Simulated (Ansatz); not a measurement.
**AlSiH₃ (triplet): from Hartree-Fock to the top rungs, cc-pVDZ**

How much of the correlation energy of AlSiH₃ (triplet) does each wave-function method recover here?

Method: cc-pVDZ, core rule «outside noble gas», up to 10 orbitals frozen; program: Ansatz 0.2.0, Gaussian basis.

Plan: UHF; CCSD(T) on ROHF; CCSD(T) on UHF; BCCD(T) on ROHF; CISD; CCSDT(Q) on ROHF; CCSDT(Q) on UHF.

3 further runs of the same task are left out: 2 for a known fault of the program, 1 set aside as unsound or not needed.

**1. The geometry**

The geometry is a PBE0/def2-TZVP stationary point (not a proven minimum) of the parent state, kept for this charge and spin.

5 atoms, charge 0, spin multiplicity 3.

Atoms are counted from 1 here; the program's logs count them from 0.

Bond lengths: Si1–Al2 2.263 Å, Si1–H3 1.620 Å, Si1–H4 1.620 Å, Al2–H3 1.904 Å, Al2–H4 1.904 Å, Al2–H5 1.593 Å. Angles: Al2–Si1–H3 55.8°, Al2–Si1–H4 55.8°, H3–Si1–H4 78.5°, Si1–Al2–H3 44.7°, Si1–Al2–H4 44.7°, Si1–Al2–H5 156.6°, H3–Al2–H4 65.1°, H3–Al2–H5 118.2°, H4–Al2–H5 118.2°, Si1–H3–Al2 79.5°, Si1–H4–Al2 79.5°.

Coordinates:

```xyz
5
AlH3Si
Si   -0.0068    0.0000    1.1479
Al   -0.0741    0.0000   -1.1139
H     0.8288    1.0249    0.2130
H     0.8288   -1.0249    0.2130
H     0.5154    0.0000   -2.5943
```

**2. UHF**

Contents of in.yaml:

```yaml
crystal:
  periodic: [false, false, false]
  atoms:
    - {symbol: Si, position_ang: [-0.006834, 0.000000, 1.147946]}
    - {symbol: Al, position_ang: [-0.074061, 0.000000, -1.113916]}
    - {symbol: H, position_ang: [0.828756, 1.024945, 0.213016]}
    - {symbol: H, position_ang: [0.828757, -1.024944, 0.213016]}
    - {symbol: H, position_ang: [0.515433, 0.000000, -2.594301]}
basis:
  gaussian: {orbitals: cc-pVDZ}
magnetization: {spin_polarized: true, initial_magnetization: 2}
hamiltonian: {xc: hf}
output: {orbitals: {seedname: orbitals}}
```

Run with:

```
> ansatz run in.yaml --threads 1 --pin off --events-out ev --progress --plain --max-ram 4096MiB --backend cpu
```

Further steps of the session: CCSD(T) on ROHF; CCSD(T) on UHF; BCCD(T) on ROHF; CISD; CCSDT(Q) on ROHF; CCSDT(Q) on UHF.

Before running them: what should the planned runs give, taken together? Wanted: UCCSDT(Q) below the RHF energy; RMP2 from UCCSDT(Q); UMP2 from UCCSDT(Q); RCCSD from UCCSDT(Q); RCCSD(T) from UCCSDT(Q); UCCSD(T) from UCCSDT(Q); RCCSDT(Q) from UCCSDT(Q); T1 diagnostic.

The runs gave:

| quantity | value |
| --- | --- |
| UCCSDT(Q) below the RHF energy | -5.3001 eV |
| RMP2 from UCCSDT(Q) | +1242.8 meV |
| UMP2 from UCCSDT(Q) | +1262.8 meV |
| RCCSD from UCCSDT(Q) | +202.9 meV |
| RCCSD(T) from UCCSDT(Q) | +45.6 meV |
| UCCSD(T) from UCCSDT(Q) | +45.3 meV |
| RCCSDT(Q) from UCCSDT(Q) | +0.8 meV |
| levels within 1 kcal/mol (43 meV) | RCCSDT, UCCSDT, RCCSDT(Q) |
| T1 diagnostic | 0.024 |

In words: RCCSD(T) lands +45.6 meV from the yardstick (0.9 % of the correlation energy). These misses are within one basis, not against nature; the frozen cores of restricted and unrestricted runs differ, which can shift their rows.
